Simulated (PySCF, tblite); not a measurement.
# C₄H₅NS− (doublet): geometry, infrared bands and EPR parameters

Aim: predict the infrared bands and EPR parameters of C₄H₅NS− (doublet) (`CC1=NS[CH][CH-]1`).

Computed with tblite 0.8.0 and PySCF 2.14.0, with density-fitted response routines of our own, on a single molecule in the gas phase. Atoms count from 0, in the outputs and in this text.

## (1) The molecule as given

11 atoms, charge -1, multiplicity 2; geometry from: force field or distance geometry start.

Bonds of the start (Å): C0–C1 1.50, C1–N2 1.28, N2–S3 1.78, S3–C4 1.84, C4–C5 1.49, C5–C1 1.41, C0–H6 1.09, C0–H7 1.11, C0–H8 1.10, C4–H9 1.12, C5–H10 1.10.

## (2) Geometry optimisation with GFN2-xTB

Job settings and geometry (Å):

```
{"job": {"kind": "relax", "xc": "GFN2-xTB", "basis": "xTB"}, "charge": -1, "multiplicity": 2}
C     -1.739100     0.095100     0.116600
C     -0.290800    -0.304100     0.073200
N      0.070700    -1.520400     0.269100
S      1.840200    -1.627400     0.151200
C      2.091400     0.182200     0.332700
C      0.756200     0.614200    -0.158400
H     -2.053000     0.019800     1.157300
H     -2.246200    -0.614700    -0.562500
H     -1.864800     1.116300    -0.273500
H      2.818400     0.456400    -0.471400
H      0.622400     1.585200    -0.660400
```

The run is started by

```console
$ OMP_NUM_THREADS=1 python probes_run.py task.json out
```

One launch serves the whole session: the jobs run in the order shown.

**Question.** This job is followed by: GFN2-xTB harmonic vibrations, gas phase; UKS B3LYP, pcH-1 on C H N S, non-relativistic, mean-field spin-orbit, GIAO. What will the session give for the following? strongest single infrared mode (GFN2-xTB); zero-point energy (GFN2-xTB); g(iso) (B3LYP); ⟨S²⟩; largest a(iso) (averaged by class).

As calculated:

| quantity | value |
| --- | --- |
| strongest single infrared mode (GFN2-xTB) | 2994 cm⁻¹, 252 km/mol |
| zero-point energy (GFN2-xTB) | 48.3 kcal/mol |
| g(iso) (B3LYP) | 2.00427 |
| ⟨S²⟩ | 0.760 (exact 0.75) |
| largest a(iso) (averaged by class) | 13C on C4, 75.0 MHz |

What this shows: Over 37 steps the energy fell by 0.827 eV; of the close pairs, N2–S3 changed most, 1.777 to 1.690 Å. All 27 modes are real, so the xTB geometry is a minimum. The strongest single mode, at 2994 cm⁻¹, moves mainly H10. Unscaled tight-binding wavenumbers are off by several per cent, some by more. Its intensities can rank the bands wrongly. The largest share of the spin, 0.46 e, sits on C4. The isotropic g lies 1.9 ppt above the free-electron value.
